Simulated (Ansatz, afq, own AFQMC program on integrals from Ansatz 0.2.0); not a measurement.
TiH, quartet in def2-TZVP, levels against full CI

| atom | x (Å) | y (Å) | z (Å) |
| --- | --- | --- | --- |
| Ti | 0.0000 | 0.0000 | 0.0000 |
| H | 0.0000 | 0.0000 | 3.2320 |

Basis def2-TZVP. Noble-gas cores (and the filled d shells of Ga–Kr and In–Xe) are frozen. Ansatz 0.2.0 and our own AFQMC program on the same integrals; the CISD trial comes from CCSD amplitudes, and released means the phaseless constraint is let go. Uncertainties: one standard error, sampling alone. The metal's outer-core s and p shells are frozen, which shifts wave-function levels against functionals.

Determinant: ROHF, the one that the program's search chose, which needn't be the lowest solution. The geometry is a point of a scan.

Full CI on the same integrals is exact in this basis and with this determinant's frozen core.

Cautions: no relativity below Rb; outer-core shells of the metal frozen; lower spins were not checked; a spin-contaminated unrestricted determinant lies lower (UHF 206 meV lower, ⟨S²⟩ 3.90); strong correlation (T1 0.072, weight of the determinant 0.87, largest double 0.12); the released energies move by 1.5 errors or more from one time to the next, so no released level is given (meV from the phaseless value at times in 1/Eh: -5.8 ± 1.2 at 0.60, -8.2 ± 1.4 at 1.20, -14 ± 3 at 2.00, -8 ± 5 at 3.00, -15 ± 3 at 4.20); CCSDTQ on the UHF determinant differs (67 meV lower), by its state or its frozen core.

```
T1 diagnostic                               : 0.0720
weight of the determinant in the CISD state : 0.866
size of the correlated space                : 5 electrons in 42 orbitals
```

Reference: full CI, correlation energy -1.523 eV. The cautions show a poor starting determinant, so the rows tell how each method copes with it here, and full CI is the sure value.

```
        level  E − E(reference) (mEh)  share of correlation (%)
           HF                   55.97                      0.00
          MP2                   18.65                     66.69
         CCSD                    2.67                     95.24
      CCSD(T)                    1.10                     98.03
        CCSDT                    0.11                     99.80
     CCSDT(Q)                    0.05                     99.91
       CCSDTQ                    0.00                    100.00
ph-AFQMC/CISD             1.00 ± 0.04                     98.21
```

CCSDT and higher add their correlation energy to the determinant of the CCSD(T) run, since their own runs factorise the integrals more tightly (a shift of under 2 meV).
